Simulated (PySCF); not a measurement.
**Computed data sheet: silicon diatomic, `[Si][Si]` [triplet]**

Compound: silicon diatomic, Si2 (triplet state).
Bonds: Si1–Si2.

**PBE0-D3(BJ)/def2-SVP geometry optimisation, gas phase (PySCF)**

* Point group: D∞h
* Rotational constant B (linear): 7.792 GHz
* Dipole moment: 0.00 D

**UKS B3LYP, IGLO-III on Si, non-relativistic, mean-field spin-orbit, GIAO (PySCF)**

- Isotropic g value: 2.00141
- Principal g values: 2.00099, 2.00099, 2.00224
- Spin squared ⟨S²⟩: 2.005
- Largest Mulliken spin population: 1.00 on Si1/Si2
- Largest isotropic hyperfine couplings (means over sets of like nuclei): 29Si -6.0 (Si1/Si2) MHz
- Zero-field splitting D: 2.478 cm⁻¹

Monoisotopic mass from the formula: 55.9539 u.

B corresponds to 0.2599 cm⁻¹ (most abundant isotopes). Point group D∞h forbids a permanent dipole, so the rigid molecule has no electric-dipole pure rotational spectrum. g_iso is shifted by about -910 ppm from the free-electron value 2.002319; the principal values span 0.0013. ⟨S²⟩ is 0.005 above the pure-spin value S(S + 1) = 2.00.

